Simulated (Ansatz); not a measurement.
For rock-salt BaO, PBE+SOC (plane waves, PAW; Ansatz, a quantum-chemistry and plane-wave program) gives:

| Item | Result |
|---|---|
| lattice constant a | 5.573 Å |
| bulk modulus B0 | 69.1 GPa |
| band gap at the measured cell | 2.00 eV |

Q: What does PBE0 (PAW; Ansatz) give for the same quantities?

A: 
- lattice constant a: 5.531 Å (falls by 0.8 %)
- bulk modulus: 75.9 GPa (rises by 9.8 %)
- band gap at the measured cell: 4.05 eV (increases by 2.05 eV)

For comparison: lattice constant a 5.54 Å (measured, 300 K, not corrected to a static lattice; as tabulated in Santana et al. (2016), arXiv:1608.06321); bulk modulus 74.1 GPa (measured, 300 K, no zero-point or thermal correction; as tabulated in Santana et al. (2016), arXiv:1608.06321); band gap 4.4 eV (measured, temperature not stated, not corrected to a static lattice; as tabulated in Abedi et al. (2022), arXiv:2211.14644).

Changes are worked out from the printed values.

Unless a cell is named, each level is at its own relaxed cell (PBE+SOC 21.64, PBE0 21.15 Å³/atom).

Spin–orbit coupling is included only where a level's name says +SOC; with heavier elements it mostly lowers gaps and can invert bands. Density-functional gaps are differences of (generalised) Kohn–Sham levels.

Ansatz's density-functional and Hartree–Fock values are scalar-relativistic unless marked +SOC, with PAW data made under PBE.
